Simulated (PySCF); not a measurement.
cyclobutane (C4H8), SMILES C1CCC1. Atoms are numbered in the order given.

```xyz
12

C      0.7599     0.7599     0.1286
C      0.7599    -0.7599    -0.1286
C     -0.7599    -0.7599     0.1286
C     -0.7599     0.7599    -0.1286
H      0.9900     0.9900     1.1808
H      1.3945     1.3945    -0.5089
H      0.9900    -0.9900    -1.1808
H      1.3945    -1.3945     0.5089
H     -1.3945    -1.3945    -0.5089
H     -0.9900    -0.9900     1.1808
H     -0.9900     0.9900    -1.1808
H     -1.3945     1.3945     0.5089
```

Coordinates come from a PBE0-D3(BJ)/def2-SVP optimisation.

All values below come from PySCF with PBE/def2-TZVP.

Symmetry labels are those of the subgroup D2 that the program uses (full group D2d).

Question: List the valence orbital energies around the gap with their symmetry. (An estimate is asked for; the answer gives what the named calculation found.)

Answer: 
```tsv
orbital	symmetry	energy (eV)
HOMO−7	A	-11.64
HOMO−6	B1	-11.60
HOMO−5	B2	-9.13
HOMO−4	B3	-9.13
HOMO−3	A	-8.57
HOMO−2	A	-7.31
HOMO−1	B2	-7.23
HOMO	B3	-7.23
LUMO	A	0.55
LUMO+1	B1	0.98
LUMO+2	B2	1.33
LUMO+3	B3	1.33
```
